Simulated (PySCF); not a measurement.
From one molecule to another.

First species: C₆H₁₁O₂P.
Geometry (GFN2-xTB, Å), atoms numbered from 1 in this order:
```
atom  x, y, z in Å
C1     4.818    0.643   -0.648
O2     3.434    0.877   -0.669
C3     2.646   -0.243   -0.629
C4     1.341   -0.202   -0.604
P5    -0.269   -0.202   -0.897
C6    -0.916   -0.129    0.881
C7    -2.408    0.143    0.782
O8    -2.870   -0.655   -0.283
C9    -4.199   -0.408   -0.652
H10    5.295    1.619   -0.727
H11    5.131    0.161    0.285
H12    5.133    0.020   -1.493
H13    3.180   -1.191   -0.563
H14   -0.405    0.639    1.460
H15   -0.742   -1.102    1.343
H16   -2.593    1.206    0.564
H17   -2.937   -0.109    1.715
H18   -4.335    0.632   -0.976
H19   -4.886   -0.610    0.179
H20   -4.422   -1.077   -1.480
```

Second species: C₆H₆N₂.
Structure used (GFN2-xTB), in Å, numbered top down from 1:
```
atom  x, y, z in Å
C1     2.0907   -0.1737    0.0165
C2     1.4262    1.0265    0.0413
C3     0.0566    0.6977    0.0164
N4    -1.2041    1.2175    0.0165
C5    -2.0912    0.1736   -0.0190
C6    -1.4264   -1.0265   -0.0441
C7    -0.0569   -0.6976   -0.0221
N8     1.2038   -1.2175   -0.0220
H9     3.1478   -0.3572    0.0241
H10    1.8743    1.9996    0.0739
H11   -1.4524    2.1908    0.0410
H12   -3.1484    0.3571   -0.0249
H13   -1.8734   -2.0004   -0.0720
H14    1.4526   -2.1905   -0.0477
```

Levels: PBE0/pcSseg-1 for dipole moment, HOMO energy, LUMO energy and HOMO–LUMO gap; GFN2-xTB for rotational constant A and rotational constant C. Geometries: GFN2-xTB. Each structure is a single optimised conformer of the isolated species, non-relativistic unless stated; the electronic structure was computed with PySCF and density fitting.

Dipoles, sizes and rotational constants follow the conformer. The torsions of the flexible species, by atom-mapped SMILES:
- `[CH3:1][O:2][CH:3]=[C:4]=[P:5][CH2:6][CH2:7][O:8][CH3:9]`: C1–O2–C3–C4 178°, C4–P5–C6–C7 170°, P5–C6–C7–O8 41°, C6–C7–O8–C9 -172°

Values for the first species:

* Dipole moment: 1.52 D
* HOMO energy: -6.07 eV
* LUMO energy: -1.25 eV
* HOMO–LUMO gap: 4.82 eV
* Rotational constant A: 6.369 GHz
* Rotational constant C: 0.405 GHz

**Question.** Estimate the same properties for the second species, and the change in each.

**Answer.** 
```json
{"property": "dipole moment", "first": "1.52 D", "second": "0.00 D", "second less first": "-1.52 D"}
{"property": "HOMO energy", "first": "-6.07 eV", "second": "-5.21 eV", "second less first": "+0.86 eV"}
{"property": "LUMO energy", "first": "-1.25 eV", "second": "0.84 eV", "second less first": "+2.09 eV"}
{"property": "HOMO–LUMO gap", "first": "4.82 eV", "second": "6.05 eV", "second less first": "+1.23 eV"}
{"property": "rotational constant A", "first": "6.369 GHz", "second": "5.287 GHz", "second less first": "-1.082 GHz"}
{"property": "rotational constant C", "first": "0.405 GHz", "second": "1.565 GHz", "second less first": "+1.160 GHz"}
```

On the first: A dipole of 1.52 D is allowed in C1, and pure rotational transitions are dipole-allowed. The dipole matches unit charges of opposite sign 0.32 Å apart (1 e·Å = 4.8032 D).

On the second: Point group C2h forbids a permanent dipole, so the rigid molecule has no electric-dipole pure rotational spectrum.
